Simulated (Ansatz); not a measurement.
Species, as SMILES: F (HF).
Geometry (B3LYP-D3(BJ)/def2-TZVP, fixed):
```
F
H 1 0.9245
```

Basis-set convergence of the dipole moment at CCSD(T) with Ansatz (a program for electronic structure). Dipoles come from the density behind the forces; the sign is taken along the dipole that this method gives in the largest set. The reference of a correlated method is not its basis-set limit, which lies further on. Cartesian d functions, on some or all atoms, in 6-31G**; all else is spherical. Cores are frozen. No added dispersion term, no relativity. Reference: the value in aug-pcseg-3, 1.808 D, itself unsure by roughly 0.002 D (its mean distance from aug-cc-pVQZ, def2-QZVPPD). Deviations are taken from unrounded values. Cost is core time over that of def2-QZVPP, rough, on shared machines of one kind; a dash marks a row that isn't timed (too short, read off another run, short of memory, by another algorithm or on other hardware).

```tsv
basis	functions	dipole moment (D)	minus reference (D)	cost
3-21G	11	2.032	0.224	-
cc-pVDZ	19	1.831	0.023	-
6-31G**	20	1.870	0.063	-
6-311+G**	28	1.958	0.151	-
def2-SVPD	31	1.826	0.018	-
aug-cc-pVDZ	32	1.799	-0.009	-
6-311++G(2d,2p)	37	1.867	0.059	-
cc-pVTZ	44	1.819	0.011	-
def2-TZVPP	45	1.835	0.027	-
def2-TZVPD	49	1.804	-0.004	-
def2-TZVPPD	57	1.794	-0.013	-
aug-cc-pVTZ	69	1.803	-0.005	0.3×
aug-pcseg-2	69	1.800	-0.008	0.3×
def2-QZVPP	87	1.831	0.023	1×
pcseg-3	93	1.815	0.007	0.9×
d-aug-cc-pVTZ	94	1.800	-0.008	0.9×
cc-pV5Z	146	1.824	0.016	6×
pcseg-4	162	1.812	0.004	20×
```
